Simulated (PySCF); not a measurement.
# Si(OH)2, triplet: data card

Computed with PySCF, UBP86, basis Si def2-TZVP, O def2-TZVP, H def2-TZVP (no relativity, density fitting).

The structure is a saddle point with 1 imaginary mode.

```xyz
5
charge 0 multiplicity 3, angstrom
Si    0.0000    0.0000    0.0000
O     0.1310    0.0000    1.6971
O    -0.1310    0.0000   -1.6971
H    -0.7458    0.0000    2.1315
H     0.7458    0.0000   -2.1315
```

- Point group: C2h
- Bond lengths: O–H 0.979 Å (×2), Si–O 1.702 Å (×2)
- Bond angles: H–O–Si 111.9° (×2), O–Si–O 180.0°
- Lowest empty level (β): -4.03 eV
- Highest occupied level (α): -3.64 eV
- Principal quadrupole moments (Buckingham, traceless) about the centre of mass: -10.22, -0.40, 10.62 D Å
- Atomisation energy without zero-point energy: 1644 kJ/mol
- Spin squared ⟨S²⟩: 2.006
- Rotational constants: 11.11, 0.1662, 0.1637 cm⁻¹
- Zero-point energy (real modes): 66.8 kJ/mol
- Principal polarisabilities: 32.9, 33.2, 51.8 bohr³
- Dipole moment: 0.00 D

Harmonic modes (masses in u: Si 27.977, O 15.995, H 1.008):
| symmetry | ω (cm⁻¹) | IR (km/mol) | μ (u) |
| --- | --- | --- | --- |
| au | 286i | – | 10.40 |
| bu | 278 | 26.4 | 4.77 |
| au | 516 | 199 | 1.09 |
| ag | 584 | 0.0 | 12.36 |
| bu | 809 | 321 | 5.82 |
| ag | 823 | 0.0 | 1.07 |
| bu | 942 | 41.6 | 1.43 |
| ag | 3609 | 0.0 | 1.07 |
| bu | 3612 | 87.2 | 1.06 |

In C2h the vibrations span 2au + 4bu + 3ag. The ag modes carry no infrared intensity, as symmetry demands. With a centre of inversion only u modes can be infrared active and only g modes Raman active.

Charges (e):
```json
{"atom": "Si1", "Mulliken": "0.11", "Löwdin": "-0.02", "polar tensor": "0.67", "spin (Mulliken)": "1.73", "Mayer order to Si1": "–"}
{"atom": "O2,3", "Mulliken": "-0.38", "Löwdin": "-0.15", "polar tensor": "-0.58", "spin (Mulliken)": "0.11", "Mayer order to Si1": "1.16"}
{"atom": "H4,5", "Mulliken": "0.32", "Löwdin": "0.16", "polar tensor": "0.25", "spin (Mulliken)": "0.02", "Mayer order to Si1": "0.04"}
```
Other Mayer orders above 0.3: O–H 0.87 (×2).

Mulliken populations on Si1: s 5.52, p 7.92, d 0.38, f 0.07.

Outer orbital energies (eV). α occupied: -14.12, -13.10, -10.40, -9.80, -9.02, -8.44, -5.65, -3.64; empty: -2.79, 0.08, 0.77, 3.38. β occupied: -25.26, -25.09, -13.59, -12.79, -9.88, -9.28, -8.79, -8.36; empty: -4.03, -1.59, -1.43, 0.29.

This need not be the most stable arrangement of these atoms.

The final relaxation and frequency run took 76 s on 2 threads of a shared Intel Xeon 6975P-C (Granite Rapids) host, with 111 basis functions and 13 gradients; the process peaked at 1.4 GiB. Launch command: `OMP_NUM_THREADS=2 python axn.py task.json out`.
